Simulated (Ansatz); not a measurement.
CH5AlO, relaxed with RKS PBE0-D4/def2-TZVP in Ansatz from a PBE-D4/def2-SVP geometry. The force threshold is 0.005 eV/Å; the program also tests the step.

Charge 0, multiplicity 1. The bonds changed during the relaxation, so this is another structure than the one it started from.

Start:

```xyz
8

O     0.351   -0.271    1.015
C     0.126   -0.885   -0.364
Al   -0.067    1.073   -0.429
H    -0.356   -0.552    1.628
H    -0.750   -1.560   -0.337
H     1.042   -1.446   -0.625
H    -1.543    1.637   -0.167
H     1.197    2.004   -0.722
```

(1) By how much does the energy fall, and how many steps does the optimiser take? (Estimate.)

(2) Which bonds change most? (An estimate is asked.)

(3) Give the relaxed structure. (An estimate is asked.)

Results:

(1) Ansatz gave: 0.03 eV, in 8 steps.

(2) Computed: O1–Al3 from 2.017 to 1.965 Å; C2–Al3 from 1.969 to 1.945 Å; C2–H6 from 1.106 to 1.087 Å; C2–H5 from 1.107 to 1.089 Å.

(3) Computed: 
```xyz
8

O     0.342   -0.256    0.994
C     0.124   -0.880   -0.373
Al   -0.063    1.056   -0.411
H    -0.328   -0.548    1.619
H    -0.747   -1.532   -0.339
H     1.023   -1.444   -0.607
H    -1.532    1.615   -0.179
H     1.182    1.988   -0.704
```
